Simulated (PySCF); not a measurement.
Magnetisability: `C=C=C`, C3H4

Molfile (atoms numbered from 1):
```
C3H4
     RDKit          3D

  7  6  0  0  0  0  0  0  0  0999 V2000
   -1.2871   -0.0463   -0.0392 C   0  0  0  0  0  0  0  0  0  0  0  0
    0.0205   -0.0431   -0.0467 C   0  0  0  0  0  0  0  0  0  0  0  0
    1.3281   -0.0399   -0.0542 C   0  0  0  0  0  0  0  0  0  0  0  0
   -1.8517    0.5899    0.6504 H   0  0  0  0  0  0  0  0  0  0  0  0
   -1.8566   -0.6851   -0.7223 H   0  0  0  0  0  0  0  0  0  0  0  0
    1.8898    0.6479   -0.6950 H   0  0  0  0  0  0  0  0  0  0  0  0
    1.9006   -0.7248    0.5799 H   0  0  0  0  0  0  0  0  0  0  0  0
  1  2  2  0
  2  3  2  0
  1  4  1  0
  1  5  1  0
  3  6  1  0
  3  7  1  0
M  END
```

Method: GIAO BHandHLYP/pcSseg-2 magnetisability, rotational g tensor and spin-rotation constants, non-relativistic, gas phase in PySCF 2.14.0. Geometry: PBE0-D3(BJ)/def2-SVP.

(1) What are the magnetisability and the molar susceptibility?

(2) Split it along the inertial axes a, b, c into diamagnetic and paramagnetic parts about the centre of mass, with the quadrupole moment.

(3) And the rotational g tensor?

Results:

(1) Isotropic -469 × 10⁻³⁰ J/T², or -28.2 × 10⁻⁶ cm³/mol; principal values -470, -470, -466 × 10⁻³⁰ J/T², anisotropy 4 × 10⁻³⁰ J/T² (root of half the summed squared differences of the principal values). The susceptibility is in cgs units.

(2) 
```tsv
axis	χ (10⁻⁶ cm³/mol)	diamagnetic (10⁻⁶ cm³/mol)	paramagnetic (10⁻⁶ cm³/mol)	summed x² of all electrons (Å²)	quadrupole Θ (D Å)
a	-28.1	-49.7	21.7	37.8	+4.12
b	-28.3	-185.3	157.0	5.9	-2.06
c	-28.3	-185.3	157.0	5.9	-2.06
```
Anisotropies 2χaa − χbb − χcc = +0.5 and 2χbb − χaa − χcc = -0.3 × 10⁻⁶ cm³/mol. Θ is traceless in Buckingham's convention.

(3) 
| axis | rotational constant (GHz) | g | nuclear part | electronic part |
| --- | --- | --- | --- | --- |
| a | 142.8687 | -0.4546 | 0.9995 | -1.4541 |
| b | 8.8702 | -0.0120 | 0.6423 | -0.6543 |
| c | 8.8702 | -0.0120 | 0.6423 | -0.6543 |

Prolate top; isotopes 12C, 1H; no vibrational averaging.
